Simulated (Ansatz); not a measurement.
BH$_{4}$O, doublet: from triple and quadruple zeta to the limit

```yaml
atoms:
  - { symbol: O, position_ang: [-1.0774, -0.0303, 0.0000] }
  - { symbol: H, position_ang: [-1.3267, 0.8963, 0.0000] }
  - { symbol: H, position_ang: [0.1836, -0.0303, 0.0000] }
  - { symbol: B, position_ang: [1.3536, -0.0303, 0.0000] }
  - { symbol: H, position_ang: [1.8627, -0.0303, 1.0770] }
  - { symbol: H, position_ang: [1.8627, -0.0303, -1.0770] }
```

Connectivity, by distances: OH ··· BH3.

Ansatz 0.2.0, UHF determinant, valence electrons correlated. Energies in eV.

```csv
set,X,functions,Hartree–Fock,MP2 correlation,CCSD(T) correlation,time
def2-TZVPP,3,118,-2769.4120,-9.3674,-10.5534,6 s on 1 × NVIDIA H100 80GB HBM3 with 1 thread of AMD EPYC 7R13 Processor (Zen 3) (shared host)
def2-QZVPP,4,234,-2769.5576,-10.0874,-11.2091,"14 s on 1 × NVIDIA H100 80GB HBM3 with 1 thread of AMD EPYC 7R13 Processor (Zen 3), on a shared host"
```

Hartree–Fock is taken to follow E(X) = E∞ + A·exp(−7.88·√X), correlation E(X) = E∞ + B·X^−2.97.

Work out the CCSD(T) energy at the limit, and how far the shortcut misses it that extrapolates MP2 and adds CCSD(T) minus MP2 from the smaller set.

Hartree–Fock: E∞ = E4 + 0.1377·(E4 − E3) = -2769.5776. Correlation: E∞ = E4 + 0.7407·(E4 − E3) = -11.6948 for CCSD(T) and -10.6207 for MP2. The limit is -2781.2724 eV, 0.506 eV below def2-QZVPP. The shortcut gives a correlation energy of -10.6207 + (-1.1860) = -11.8067, 112 meV lower than the direct value.
